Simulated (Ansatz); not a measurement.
**H₂O+ (doublet): wave-function methods side by side at distance O1–H2 = 3.484 Å, cc-pVDZ**

Aim: climb from Hartree-Fock through coupled cluster and multireference methods for H₂O+ (doublet) at one geometry and basis, and see what each rung misses.

Computed with Ansatz 0.2.0, Gaussian basis. Level: cc-pVDZ, core rule «outside noble gas», up to 1 orbitals frozen.

To be run: UHF; CCSD(T) on natural orbitals of UHF; CCSD(T) on UHF; BCCD(T) on natural orbitals of UHF; CISD; CCSDT(Q) on natural orbitals of UHF; CCSDT(Q) on UHF; CASSCF and MRCISD+Q, 3 electrons in 3 orbitals; CASSCF and NEVPT2, 3 electrons in 3 orbitals; CASSCF and MRCISD+Q, 7 electrons in 6 orbitals; CASSCF and NEVPT2, 7 electrons in 6 orbitals; Full CI.

20 further runs of the same task are left out: 16 that didn't finish, 4 set aside as unsound or not needed.

### Step 1. The system

The geometry derives from a PBE0/def2-TZVP stationary point (not a proven minimum). One bond is set to the value named and the two fragments are kept rigid.

3 atoms, charge 1, spin multiplicity 2.

Atoms are counted from 1 here; the program's logs count them from 0.

Bond lengths: O1–H3 1.004 Å.

### Step 2. UHF

in.yaml

```yaml
crystal:
  periodic: [false, false, false]
  atoms:
    - {symbol: O, position_ang: [0.000000, -0.144422, 0.113513]}
    - {symbol: H, position_ang: [0.000000, 1.859510, -2.736489]}
    - {symbol: H, position_ang: [0.000000, 0.432949, 0.934653]}
basis:
  gaussian: {orbitals: cc-pVDZ}
total_charge: 1
magnetization: {spin_polarized: true, initial_magnetization: 1}
hamiltonian: {xc: hf}
output: {orbitals: {seedname: orbitals}}
```

Command:

```
ansatz run in.yaml --threads 1 --pin off --events-out ev --progress --plain --max-ram 2393MiB
```

After this run come: CCSD(T) on natural orbitals of UHF; CCSD(T) on UHF; BCCD(T) on natural orbitals of UHF; CISD; CCSDT(Q) on natural orbitals of UHF; CCSDT(Q) on UHF; CASSCF and MRCISD+Q, 3 electrons in 3 orbitals; CASSCF and NEVPT2, 3 electrons in 3 orbitals; CASSCF and MRCISD+Q, 7 electrons in 6 orbitals; CASSCF and NEVPT2, 7 electrons in 6 orbitals; Full CI.

**Question.** What will the summary of the whole plan be? Wanted: FCI below the RHF energy; RMP2 from FCI; UMP2 from FCI; RCCSD from FCI; RCCSD(T) from FCI; UCCSD(T) from FCI; UCCSDT(Q) from FCI; NEVPT2 pair from FCI; MRCISD+Q pair from FCI.

The runs gave:

```
                         quantity                                                                  value
         FCI below the RHF energy                                                             -5.7432 eV
                    RMP2 from FCI                                                           -12993.4 meV
                    UMP2 from FCI                                                             +557.0 meV
                   RCCSD from FCI                                                              +86.1 meV
                RCCSD(T) from FCI                                                              +56.6 meV
                UCCSD(T) from FCI                                                              +14.9 meV
               UCCSDT(Q) from FCI                                                               +1.2 meV
             NEVPT2 pair from FCI                                                             +527.9 meV
           MRCISD+Q pair from FCI                                                               -9.0 meV
          NEVPT2 valence from FCI                                                             +477.3 meV
levels within 1 kcal/mol (43 meV)  UCCSD(T), BCCD(T), UCCSDT, UCCSDT(Q), MRCISD+Q pair, MRCISD+Q valence
                    T1 diagnostic                                                                  0.321
   effectively unpaired electrons                                                                   2.86
```

RCCSD(T) lands +56.6 meV from the yardstick (1.0 % of the correlation energy). CCSD(T) misses by +56.6 meV on the restricted determinant and by +14.9 meV on the unrestricted one; the two need not hold the same state or core. RMP2, MRCISD+Q pair fall below full CI, which methods that aren't variational can do. With 2.9 effectively unpaired electrons against 1 the state is strongly multireference. Coupled cluster on one determinant still stays close here. Of the multireference levels listed MRCISD+Q valence comes nearest in total energy (+3.3 meV), which doesn't show that its space is the better one. Coupled cluster took another determinant than the lowest Hartree-Fock one. These misses are within one basis, not against nature; the frozen cores of restricted and unrestricted runs differ, which can shift their rows.
